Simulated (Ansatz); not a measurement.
**PH, triplet: the ladder up to UCCSDT(Q)**

Geometry: that of the PH⁻, quartet, kept fixed.

```xyz
2

P     0.0000    0.0000    0.0000
H     0.0000    0.0000    1.5586
```

Basis aug-cc-pVTZ; Ansatz 0.2.0. Correlated methods freeze the noble-gas cores, which leaves 6 electrons in 68 orbitals. R marks a restricted (for open shells ROHF) determinant, U an unrestricted one. Active spaces: valence = (6e, 5o) chosen from the atoms' valence shells.

Full CI isn't at hand for all of this; UCCSDT(Q) serves as the reference, and is uncertain by the last step of the cluster series or more. The frozen core follows each run's orbitals, which can shift R against U totals by a few meV.

```
UHF ⟨S²⟩                          : 2.027
T1 diagnostic (RCCSD)             : 0.0221
largest doubles amplitude (RCCSD) : 0.046
T1 diagnostic (UCCSD)             : 0.0184
```

```json
{"level": "RHF", "E − E(UCCSDT(Q)) (kJ/mol)": "385.5", "share of correlation (%)": "0.00", "wall time": "–"}
{"level": "UHF", "E − E(UCCSDT(Q)) (kJ/mol)": "366.8", "share of correlation (%)": "4.85", "wall time": "–"}
{"level": "RMP2", "E − E(UCCSDT(Q)) (kJ/mol)": "77.0", "share of correlation (%)": "80.03", "wall time": "–"}
{"level": "UMP2", "E − E(UCCSDT(Q)) (kJ/mol)": "80.8", "share of correlation (%)": "79.03", "wall time": "–"}
{"level": "RCCSD", "E − E(UCCSDT(Q)) (kJ/mol)": "17.0", "share of correlation (%)": "95.59", "wall time": "–"}
{"level": "UCCSD", "E − E(UCCSDT(Q)) (kJ/mol)": "16.3", "share of correlation (%)": "95.77", "wall time": "–"}
{"level": "RCCSD(T)", "E − E(UCCSDT(Q)) (kJ/mol)": "3.1", "share of correlation (%)": "99.19", "wall time": "1.2 s"}
{"level": "UCCSD(T)", "E − E(UCCSDT(Q)) (kJ/mol)": "3.0", "share of correlation (%)": "99.21", "wall time": "1.1 s"}
{"level": "BCCD(T)", "E − E(UCCSDT(Q)) (kJ/mol)": "3.1", "share of correlation (%)": "99.19", "wall time": "1.5 s"}
{"level": "RCCSDT", "E − E(UCCSDT(Q)) (kJ/mol)": "0.6", "share of correlation (%)": "99.85", "wall time": "–"}
{"level": "UCCSDT", "E − E(UCCSDT(Q)) (kJ/mol)": "0.4", "share of correlation (%)": "99.89", "wall time": "–"}
{"level": "RCCSDT(Q)", "E − E(UCCSDT(Q)) (kJ/mol)": "0.1", "share of correlation (%)": "99.96", "wall time": "39 s"}
{"level": "CASSCF (valence space)", "E − E(UCCSDT(Q)) (kJ/mol)": "325.3", "share of correlation (%)": "15.61", "wall time": "–"}
{"level": "NEVPT2 (valence space)", "E − E(UCCSDT(Q)) (kJ/mol)": "75.6", "share of correlation (%)": "80.38", "wall time": "0.93 s"}
{"level": "MRCISD (valence space)", "E − E(UCCSDT(Q)) (kJ/mol)": "21.9", "share of correlation (%)": "94.32", "wall time": "–"}
{"level": "MRCISD+Q (valence space)", "E − E(UCCSDT(Q)) (kJ/mol)": "1.5", "share of correlation (%)": "99.61", "wall time": "1.5 s"}
```

The correlation energy at UCCSDT(Q), counted from RHF, is -3.996 eV. That run took 38 s on 1 thread of Arm Neoverse V2, shared host.

Times hold each run's SCF and search for its determinant on a shared host, so for small cases they say little of a method's own cost; they ran on 1 thread of Arm Neoverse V2.

Natural occupations of CASSCF (valence space) about the gap: 1.994 1.962 1.000 1.000 0.044; effectively unpaired electrons, Σ n²(2−n)², 2.01.
